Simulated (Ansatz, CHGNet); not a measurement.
## TO(Γ) frequency of diamond-structure Ge: levels of theory against measurement

Reference value: 304 cm⁻¹ (measured, low temperature, zero-point motion not removed; as tabulated in Tanner et al. (2021), arXiv:2110.11888).

```json
[
 {"level (code)": "CHGNet-r²SCAN", "value (cm⁻¹)": "150", "cell (Å³/atom)": "22.93"},
 {"level (code)": "PBE (Ansatz)", "value (cm⁻¹)": "274", "cell (Å³/atom)": "23.89"},
 {"level (code)": "r²SCAN (Ansatz)", "value (cm⁻¹)": "[?]", "cell (Å³/atom)": "22.84"},
 {"level (code)": "r²SCANh (Ansatz)", "value (cm⁻¹)": "304", "cell (Å³/atom)": "22.64"},
 {"level (code)": "Hartree–Fock (Ansatz)", "value (cm⁻¹)": "330", "cell (Å³/atom)": "23.57"}
]
```

Q: What belongs in the gaps?

A: 
- r²SCAN (Ansatz, a program for electronic structure), value (cm⁻¹): 296

Differences against the reference: CHGNet-r²SCAN -51 %, PBE -9.9 %, r²SCAN -2.6 %, r²SCANh 0.0 %, Hartree–Fock +8.6 %.

Once the reference is moved by up to 2.0 % (a margin picked here for doubts on the reference and the settings, and for temperature and zero-point motion) and values within 0.7 % count as equal, the nearest can be r²SCANh (0.0 %) or r²SCAN (-2.6 %). Among them CHGNet-r²SCAN (-51 %) misses by most. Within 5 %: r²SCAN, r²SCANh.

The reference isn't brought to a static lattice, while the calculations are for one, so the differences are not the levels' errors alone.  PBE: the solid has no gap at this level, which affects its response. Each level is taken at its own relaxed cell. Cutoffs and k meshes differ between the levels. Ansatz's density-functional and Hartree–Fock values are scalar-relativistic unless marked +SOC, with PAW data made under PBE.

Machine-learned potentials (CHGNet-r²SCAN) are trained on DFT data: a solid inside that data is no test of them.

Differences are worked out from the printed values.
